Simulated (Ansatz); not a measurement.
# A rate constant, worked out

An elementary step of CH5BS, closed shell (CH₅BS ([CH3][BH][SH]) → CH₃B ([BH][CH2]) + H₂S (still joined by a long B–S bond); B–S, C–H broken or loosened, S–H formed or tightened). The start structure is the reactant molecule, and the electronic barrier above it is 2.977 eV by CCSD(T) at an estimated basis limit (MP2 extrapolated from triple and quadruple zeta, plus CCSD(T) − MP2 in triple zeta). Computed with Ansatz 0.2.0 (basis: def2-TZVPP and def2-QZVPP); correlated methods freeze the cores. Extrapolation: Hartree–Fock as exp(−7.88 √X), correlation as X^−2.97. Harmonic wavenumbers at PBE0-D4/def2-TZVP (Ansatz 0.2.0), in cm⁻¹:

Start: 107, 300, 440, 676, 733, 765, 908, 939, 1039, 1190, 1325, 1449, 1452, 2618, 2689, 3032, 3091, 3130.

Saddle: 477i, 248, 314, 434, 521, 664, 813, 826, 836, 994, 1100, 1298, 1483, 1939, 2696, 2713, 3142, 3213.

Work out the transition-state-theory rate constant at 400 K from these numbers alone (harmonic vibrations; rotation, path degeneracy and anharmonicity left out), and the Wigner tunnelling factor. Use 1 cm⁻¹ = 1.2398 × 10⁻⁴ eV and k_B = 8.617 × 10⁻⁵ eV/K.

Zero-point energies, half the sums: start 25883/2 cm⁻¹ = 1.6045 eV; saddle, real modes only, 23234/2 cm⁻¹ = 1.4403 eV.
Barrier with zero-point energy: 2.977 + 1.4403 − 1.6045 = 2.8128 eV.
k_BT = 0.03447 eV, so the barrier is 81.60 k_BT.
Vibrational partition functions from the zero-point level, ln q = −Σ ln(1 − exp(−hν/k_BT)): start 2.150, saddle 1.638.
k = (k_BT/h) exp(ln q‡ − ln q) exp(−E0/k_BT), with log₁₀(k_BT/h in s⁻¹) = 12.92: log₁₀ k = 12.92 + (-0.512 − 81.60)/2.3026 = -22.74, so k ≈ 2 × 10^(-23) s⁻¹.
Wigner factor: 1 + (hν‡/k_BT)²/24 = 1 + (1.72)²/24 = 1.12. A change of 1 kcal/mol (0.043 eV) in the barrier would change k by a factor of 3.5 at this temperature.

No T1 diagnostic of these runs exceeds 0.014.

Labels in which every atom is bracketed show which atoms are joined, not bond orders.

For scale, one of the runs: CCSD(T)/def2-TZVPP, 174 basis functions, launched by `ansatz run in.yaml --threads 2 --pin off --events-out ev --progress --plain --max-ram 4352MiB`. The run took 28 s on 2 CPU threads of an Arm Neoverse V1 (shared host), with 1.5 GiB of host memory at its peak.
